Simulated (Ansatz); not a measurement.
# Nudged elastic band run: CH6BF

Input:

```yaml
crystal:
  periodic: [false, false, false]
  atoms:
    - { symbol: B, position_ang: [0.05825, 0.334971, 0.38335] }
    - { symbol: C, position_ang: [-0.000194, 0.518341, 1.933329] }
    - { symbol: H, position_ang: [-1.007154, 0.379489, 2.372478] }
    - { symbol: H, position_ang: [0.70582, -0.195872, 2.412237] }
    - { symbol: H, position_ang: [0.383273, 1.525992, 2.206283] }
    - { symbol: H, position_ang: [1.080995, 0.468648, -0.274105] }
    - { symbol: F, position_ang: [-1.043314, 0.020076, -0.310409] }
    - { symbol: H, position_ang: [-0.553754, -2.572427, 0.192059] }
    - { symbol: H, position_ang: [-0.086821, -3.051218, 0.572676] }
basis:
  gaussian: { orbitals: def2-SVP }
hamiltonian:
  xc: pbe
  dispersion: d4
neb:
  order_check: false
  images: 5
  f_tol: 0.05
  max_iterations: 60
  spring: 0.5
  final_atoms:
    - { symbol: B, position_ang: [-0.03214482, -0.56291436, -0.69219005] }
    - { symbol: C, position_ang: [-0.04324176, -0.09276944, 2.46233989] }
    - { symbol: H, position_ang: [-0.52026359, -0.23955051, 3.4492592] }
    - { symbol: H, position_ang: [0.99241711, 0.26935531, 2.59833129] }
    - { symbol: H, position_ang: [-0.62230259, 0.64970137, 1.88261288] }
    - { symbol: H, position_ang: [1.16940008, -0.38156822, -0.61435738] }
    - { symbol: F, position_ang: [-0.80394251, 0.49921544, -0.89838172] }
    - { symbol: H, position_ang: [-0.57586342, -1.65117755, -0.62674181] }
    - { symbol: H, position_ang: [-0.02695749, -1.06229205, 1.9270257] }
  initial_path:
    images:
      - { positions_ang: [[0.05825, 0.334971, 0.38335], [-0.000194, 0.518341, 1.933329], [-1.007154, 0.379489, 2.372478], [0.70582, -0.195872, 2.412237], [0.383273, 1.525992, 2.206283], [1.080995, 0.468648, -0.274105], [-1.043314, 0.020076, -0.310409], [-0.553754, -2.572427, 0.192059], [-0.086821, -3.051218, 0.572676]] }
      - { positions_ang: [[0.03942421, 0.21512468, 0.25347757], [-0.00303519, 0.35288844, 1.93660225], [-1.0067664, 0.15566034, 2.35361565], [0.72604479, -0.35373107, 2.38630548], [0.3246369, 1.36863811, 2.23428202], [1.06578431, 0.30423037, -0.38136423], [-1.07476074, -0.00529566, -0.43088765], [-0.42665162, -2.18713268, 0.29336459], [-0.10757526, -2.42238255, 0.84250232]] }
      - { positions_ang: [[0.02059841, 0.09527836, 0.12360514], [-0.00587638, 0.18743588, 1.93987551], [-1.0063788, -0.06816832, 2.3347533], [0.74626958, -0.51159013, 2.36037396], [0.2660008, 1.21128423, 2.26228103], [1.05057362, 0.13981275, -0.48862346], [-1.10620749, -0.03066732, -0.5513663], [-0.29954923, -1.80183835, 0.39467018], [-0.12832951, -1.79354709, 1.11232865]] }
      - { positions_ang: [[0.00177262, -0.02456796, -0.00626729], [-0.00871757, 0.02198331, 1.94314876], [-1.0059912, -0.29199697, 2.31589094], [0.76649437, -0.6694492, 2.33444245], [0.20736471, 1.05393034, 2.29028005], [1.03536293, -0.02460488, -0.59588269], [-1.13765423, -0.05603897, -0.67184496], [-0.17244685, -1.41654403, 0.49597576], [-0.14908377, -1.16471164, 1.38215497]] }
      - { positions_ang: [[-0.00953319, -0.20401676, -0.23490821], [-0.02022564, -0.0162676, 2.11621247], [-0.844082, -0.27451482, 2.69368036], [0.84180195, -0.35651436, 2.42240539], [-0.06919106, 0.91918735, 2.15439099], [1.08004198, -0.14359266, -0.60204092], [-1.02641699, 0.12904583, -0.74735721], [-0.30691904, -1.49475521, 0.12173657], [-0.10837501, -1.13057178, 1.56377855]] }
      - { positions_ang: [[-0.02083901, -0.38346556, -0.46354913], [-0.0317337, -0.05451852, 2.28927618], [-0.6821728, -0.25703266, 3.07146978], [0.91710953, -0.04357953, 2.51036834], [-0.34574682, 0.78444436, 2.01850194], [1.12472103, -0.26258044, -0.60819915], [-0.91517975, 0.31413064, -0.82286947], [-0.44139123, -1.57296638, -0.25250262], [-0.06766625, -1.09643192, 1.74540212]] }
      - { positions_ang: [[-0.03214482, -0.56291436, -0.69219005], [-0.04324176, -0.09276944, 2.46233989], [-0.52026359, -0.23955051, 3.4492592], [0.99241711, 0.26935531, 2.59833129], [-0.62230259, 0.64970137, 1.88261288], [1.16940008, -0.38156822, -0.61435738], [-0.80394251, 0.49921544, -0.89838172], [-0.57586342, -1.65117755, -0.62674181], [-0.02695749, -1.06229205, 1.9270257]] }
```

Run as:

```bash
$ ansatz run input.yaml --threads 1 --pin off --max-ram 2048MiB --backend cpu --events-out ev --progress --plain --runs-dir out
```

Output, in part (warnings, iteration lines, the closing report on the highest movable image, with atoms numbered from 0):

```
NEB end point (image 0): max|allowed force component| = 2.701e-2 eV/Å (the criterion of neb.relax_end_points is 1.000e-2)
NEB end point (image 6): max|allowed force component| = 2.818e-3 eV/Å (the criterion of neb.relax_end_points is 1.000e-2)
NEB iter   1: max|band force component| = 9.319e0 eV/Å  barrier→ = 4.4810 eV  barrier← = 4.5365 eV  Δτ_max = 0.2000 Å  (170 SCF iters)
NEB iter   2: max|band force component| = 3.383e0 eV/Å  barrier→ = 1.7621 eV  barrier← = 1.8176 eV  Δτ_max = 0.2000 Å  (159 SCF iters)
NEB iter   3: max|band force component| = 1.587e0 eV/Å  barrier→ = 1.2115 eV  barrier← = 1.2669 eV  Δτ_max = 0.2000 Å  (149 SCF iters)
NEB iter   4: max|band force component| = 9.544e-1 eV/Å  barrier→ = 0.9756 eV  barrier← = 1.0311 eV  Δτ_max = 0.2000 Å  (146 SCF iters)
NEB iter   5: max|band force component| = 9.700e-1 eV/Å  barrier→ = 1.0444 eV  barrier← = 1.0999 eV  Δτ_max = 0.1010 Å  (129 SCF iters)
NEB iter   6: max|band force component| = 7.356e-1 eV/Å  barrier→ = 1.0611 eV  barrier← = 1.1166 eV  CI = image 3  Δτ_max = 0.1593 Å  (133 SCF iters)
NEB iter   7: max|band force component| = 1.055e0 eV/Å  barrier→ = 1.0808 eV  barrier← = 1.1363 eV  CI = image 3  Δτ_max = 0.0795 Å  (132 SCF iters)
NEB iter   8: max|band force component| = 2.602e-1 eV/Å  barrier→ = 1.0287 eV  barrier← = 1.0842 eV  CI = image 3  Δτ_max = 0.0625 Å  (136 SCF iters)
NEB iter   9: max|band force component| = 1.010e-1 eV/Å  barrier→ = 1.0232 eV  barrier← = 1.0787 eV  CI = image 3  Δτ_max = 0.0357 Å  (135 SCF iters)
NEB iter  10: max|band force component| = 8.533e-2 eV/Å  barrier→ = 1.0202 eV  barrier← = 1.0757 eV  CI = image 3  Δτ_max = 0.1580 Å  (134 SCF iters)
NEB iter  11: max|band force component| = 1.677e0 eV/Å  barrier→ = 1.0179 eV  barrier← = 1.0733 eV  CI = image 3  Δτ_max = 0.0799 Å  (140 SCF iters)
NEB iter  12: max|band force component| = 7.163e-1 eV/Å  barrier→ = 1.0164 eV  barrier← = 1.0719 eV  CI = image 3  Δτ_max = 0.1586 Å  (133 SCF iters)
NEB iter  13: max|band force component| = 1.509e0 eV/Å  barrier→ = 1.0152 eV  barrier← = 1.0707 eV  CI = image 3  Δτ_max = 0.0793 Å  (139 SCF iters)
NEB iter  14: max|band force component| = 1.449e-1 eV/Å  barrier→ = 1.0147 eV  barrier← = 1.0702 eV  CI = image 3  Δτ_max = 0.0735 Å  (135 SCF iters)
NEB iter  15: max|band force component| = 5.460e-2 eV/Å  barrier→ = 1.0145 eV  barrier← = 1.0700 eV  CI = image 3  Δτ_max = 0.0619 Å  (136 SCF iters)
NEB iter  16: max|band force component| = 7.808e-2 eV/Å  barrier→ = 1.0144 eV  barrier← = 1.0699 eV  CI = image 3  Δτ_max = 0.0309 Å  (132 SCF iters)
NEB iter  17: max|band force component| = 4.440e-2 eV/Å  barrier→ = 1.0144 eV  barrier← = 1.0699 eV  CI = image 3  Δτ_max = 0.0000 Å  (259 SCF iters)
Total energy: -4518.69757242 eV, -166.0590729031 hartree
Atom 0 at    -0.013090    -0.321631     0.182380 Å, force     0.006272    -0.001924     0.000073 eV/Å
Atom 1 at    -0.020715    -0.031785     1.927561 Å, force     0.004528    -0.001171     0.006419 eV/Å
Atom 2 at    -0.896648    -0.329479     2.541692 Å, force    -0.000496     0.000162    -0.000395 eV/Å
Atom 3 at     0.916141    -0.323663     2.437135 Å, force    -0.000321     0.002228    -0.001000 eV/Å
Atom 4 at    -0.060763     1.071062     1.836268 Å, force    -0.002797     0.000046    -0.001687 eV/Å
Atom 5 at     1.129217    -0.136984    -0.190309 Å, force     0.000195    -0.001074    -0.000094 eV/Å
Atom 6 at    -1.067617     0.332056    -0.409654 Å, force    -0.002961     0.000708    -0.000034 eV/Å
Atom 7 at    -0.168069    -1.635733     0.071757 Å, force    -0.001136     0.001753    -0.000498 eV/Å
Atom 8 at    -0.281354    -1.195844     1.091069 Å, force    -0.003283    -0.000729    -0.002784 eV/Å
Dipole moment:     0.093954    -0.204186     0.471076 e Å
```

It converged. Another band between the same ends (5 images) ends at a top of the same energy, where a vibrational analysis finds 1 clearly imaginary mode. The orbitals stay closed-shell, which can raise the energy where a bond breaks towards radicals; this wasn't checked here.

Final band (atoms are numbered from 1 in the order of the input):

| image | path coordinate (Å) | energy (kcal/mol) | B1–C2 (Å) | H8–H9 (Å) | B1–H8 (Å) |
| --- | --- | --- | --- | --- | --- |
| 0 | 0.00 | 0.0 | 1.56 | 0.77 | 2.98 |
| 1 | 0.98 | 0.3 | 1.56 | 0.77 | 2.76 |
| 2 | 1.95 | 4.2 | 1.58 | 0.77 | 2.05 |
| 3 | 2.93 | 23.4 | 1.77 | 1.12 | 1.33 |
| 4 | 3.88 | 2.0 | 2.51 | 1.84 | 1.22 |
| 5 | 4.82 | -1.1 | 3.14 | 2.50 | 1.22 |
| 6 | 5.75 | -1.3 | 3.19 | 2.68 | 1.22 |

The run took 110 s on 1 thread of Arm Neoverse V2, with other jobs on the host, peak memory 0.12 GiB.
